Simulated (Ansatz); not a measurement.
## C₂H₇N, singlet: reading a ladder of total energies

Geometry: MP2(full)/6-31G*, from the G2/97 set.

```xyz
10

C    -0.0160   -0.2566    1.2049
N    -0.0160    0.5606    0.0000
C    -0.0160   -0.2566   -1.2049
H     0.8030   -0.9946    1.2485
H     0.0511    0.3893    2.0834
H    -0.9607   -0.8049    1.2617
H     0.8168    1.1463    0.0000
H     0.8030   -0.9946   -1.2485
H     0.0511    0.3893   -2.0834
H    -0.9607   -0.8049   -1.2617
```

Basis 6-31G; Ansatz 0.2.0. Only valence electrons are correlated (noble-gas cores frozen), which leaves 20 electrons in 38 orbitals. Prefix R: restricted or restricted open-shell reference.

Full CI isn't at hand for all of this; RCCSDT(Q) serves as the reference, and is uncertain by about the last step of the cluster series.

Runs differ by some tens of microhartree through their thresholds, so steps under 0.03 kcal/mol mean nothing.

```csv
level,total energy (hartree)
RHF,-134.176324
RMP2,-134.471262
RCCSD,-134.509024
RCCSD(T),-134.515620
RCCSDT,-134.516113
RCCSDT(Q),-134.516704
```

Task: What is the correlation energy at RCCSDT(Q), and what share of it do RMP2 and RCCSD(T) recover?

Result: E(corr) = -134.516704 − (-134.176324) = -0.340380 hartree = -9.262 eV. RMP2: -0.294938 / -0.340380 = 86.65 %. RCCSD(T): -0.339296 / -0.340380 = 99.68 %.

Task: By how many kcal/mol does RCCSD(T) miss RCCSDT(Q) (1 hartree = 627.509 kcal/mol), and which steps make up the rest?

Result: -134.515620 − (-134.516704) = 0.001084 hartree = 0.68 kcal/mol. Steps: RCCSDT − RCCSD(T) = -0.31, RCCSDT(Q) − RCCSDT = -0.37 kcal/mol. That is within 1 kcal/mol of the reference in this basis, which itself misses far more of the correlation at the basis-set limit.
